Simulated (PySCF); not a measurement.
C₃HNO (triplet state).
Structure used (GFN2-xTB), in Å, numbered top down from 1:
```
atom  x, y, z in Å
N1     2.5686   -0.7788    0.2086
C2     1.4738   -0.3450    0.0994
C3     0.3248    0.2465   -0.0409
C4    -1.0647    0.3237   -0.0917
O5    -1.8054    1.2556   -0.2868
H6    -1.4940   -0.6999    0.0898
```

The hyperfine couplings belong to this conformer and change with its torsions.

The species is `O=C[C]C#N` [triplet].

Theory: UKS B3LYP, pcH-1 on C H N O, non-relativistic, mean-field spin-orbit, GIAO in PySCF 2.14.0. Isolated species at its GFN2-xTB geometry (one conformer only). This triplet need not be the ground state; the singlet was not compared here. The geometry wasn't refined by DFT: couplings that depend on bond lengths, twists or pyramidal angles can differ widely from those at the functional's own minimum. No stability test was run, so a lower SCF solution isn't excluded.

Q: Match the computed a_iso(13C) values +86.7, -49.7, -33.9 MHz with the sites C2; C3; C4.

A: 
```json
{"site": "C2", "a_iso (MHz)": "-49.7", "ρ(0) (bohr⁻³)": "-0.0885", "position": "1 bond from N1", "distance from C3 (Å)": "1.30", "spin population": "-0.41", "largest |T| (MHz)": "23.4"}
{"site": "C3", "a_iso (MHz)": "+86.7", "ρ(0) (bohr⁻³)": "+0.1543", "position": "largest spin population", "distance from C3 (Å)": "0.00", "spin population": "+1.37", "largest |T| (MHz)": "59.3"}
{"site": "C4", "a_iso (MHz)": "-33.9", "ρ(0) (bohr⁻³)": "-0.0604", "position": "1 bond from C3", "distance from C3 (Å)": "1.39", "spin population": "-0.15", "largest |T| (MHz)": "10.5"}
```

ρ(0) is the spin density at the nucleus and T the dipolar tensor. Largest spin populations (Mulliken): C3 (+1.37), N1 (+0.86), C2 (-0.41) and O5 (+0.28). Three atoms exceed +0.15. Main spin sites, with 60 % or more of the largest population: N1, C3; positions count bonds from the nearest.

Examples of negative spin density at the nucleus (bohr⁻³): C2 (-0.0885) and C4 (-0.0604).

On one thread, Arm Neoverse N1 (aarch64) (shared host), this took 24 s of wall time (grids of density and orbitals included) and 0.42 GiB of memory at its peak.
